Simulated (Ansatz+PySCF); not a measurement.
Two shapes of singlet NH₄F in separate pieces.

Shape 1:

```xyz
6

N     0.0000    0.0000    0.0000
H     0.5945    0.5945    0.5945
H     0.5945   -0.5945   -0.5945
H    -0.5945    0.5945   -0.5945
H    -0.5945   -0.5945    0.5945
F    10.0000    0.0000    0.0000
```

Shape 2:

```xyz
6

N     0.0000    0.0000    0.0000
H     0.5945    0.5945    0.5945
H     0.5945   -0.5945   -0.5945
H    -0.5945    0.5945   -0.5945
H    -0.5945   -0.5945    0.5945
F    30.0000    0.0000    0.0000
```

Basis set: STO-3G (spherical functions). Left uncorrelated: 2 orbitals. Charge 0, multiplicity 1.

Computed with Ansatz (development build ahead of 0.2.0); each method stands on the lowest determinant of its kind that the runs found.

Task: Which shape is lower in energy, and by how much in each method?

Result:

| method | E(2) − E(1) (eV) |
| --- | --- |
| RHF | 0.812 |
| UHF | 0.000 |
| UHF-MP2 | 0.000 |
| UHF-CCSD | 0.000 |
| UHF-CCSD(T) | 0.000 |

Shape 1 is lower, bar methods that put the two within 0.005 eV. Caution for RHF: an unrestricted determinant lies well below. Caution for UHF, UHF-MP2, UHF-CCSD, UHF-CCSD(T): the unrestricted determinant is a mixture of spin states; the determinant breaks the point group. Caution for UHF-MP2, UHF-CCSD, UHF-CCSD(T): bonds are stretched, where a single reference can fail.
